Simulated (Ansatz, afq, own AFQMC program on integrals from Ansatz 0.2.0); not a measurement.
AFQMC, coupled cluster and functionals along a coordinate of Ge2H3, doublet

```xyz
5

Ge    0.0000    0.0132    1.1812
Ge    0.0000   -0.0343   -1.2234
H     0.0000    1.2193    2.1518
H     0.0000   -1.2552    2.0686
H     0.0000    1.5605   -1.1845
```

The Ge1–Ge2 distance is changed with both sides rigid. Energies in kcal/mol count from this geometry (2.405 Å) at the same level; the start stands on UHF, each point on the determinant named.

Basis cc-pVDZ. Noble-gas cores (and the filled d shells of Ga–Kr and In–Xe) are frozen. Ansatz 0.2.0 and our own AFQMC program on the same integrals; the CISD trial comes from CCSD amplitudes, and released means the phaseless constraint is let go. Error bars are statistical, one sigma. No spin–orbit coupling.

Cautions, each for one point or more: an unrestricted solution with more broken spin lies lower; higher spins were not checked; inner d shell frozen; no relativity below Rb; no spin-orbit coupling; strong correlation; unrestricted determinant slightly spin contaminated.

```json
{"r(Ge1–Ge2) / Å": "1.925", "det.": "UHF", "T1": "0.013", "weight": "0.88", "⟨S²⟩": "0.76", "PBE": "56.3", "PBE0": "53.8", "CCSD(T)": "61.6"}
{"r(Ge1–Ge2) / Å": "2.911", "det.": "UHF", "T1": "0.053", "weight": "0.81", "⟨S²⟩": "0.82", "PBE": "12.8", "PBE0": "16.2", "CCSD(T)": "13.9"}
{"r(Ge1–Ge2) / Å": "5.382", "det.": "UHF", "T1": "0.013", "weight": "0.86", "⟨S²⟩": "0.76", "PBE": "56.6", "PBE0": "55.4", "CCSD(T)": "44.7"}
```

Problem. Estimate the curve of phaseless AFQMC with a CISD trial, counted from the same start.

Solution. 
```tsv
r(Ge1–Ge2) / Å	det.	T1	weight	⟨S²⟩	ph-AFQMC/CISD
1.925	UHF	0.013	0.88	0.76	61.5 ± 0.3
2.911	UHF	0.053	0.81	0.82	13.1 ± 0.4
5.382	UHF	0.013	0.86	0.76	44.8 ± 0.3
```

Weight is that of the determinant in the CISD state; at the start T1 is 0.018 and the weight 0.86, and ⟨S²⟩ is 0.76. Largest departures from phaseless AFQMC with a CISD trial: CCSD(T) 0.8 kcal/mol at 2.911 (on UHF) (within the noise), PBE 11.8 kcal/mol at 5.382, PBE0 10.6 kcal/mol at 5.382. The walk's constraint bias lies outside its error bars, so these are departures and not errors. Functionals count only at points shown to share the start's state and spin. In this small basis the wave-function levels are far from their limit, so their gap to the functionals isn't the functionals' error.

A walk keeps the symmetry of its determinant, which the program's search chose and which needn't be the lowest solution, so a lower state of the same spin and another symmetry isn't excluded.
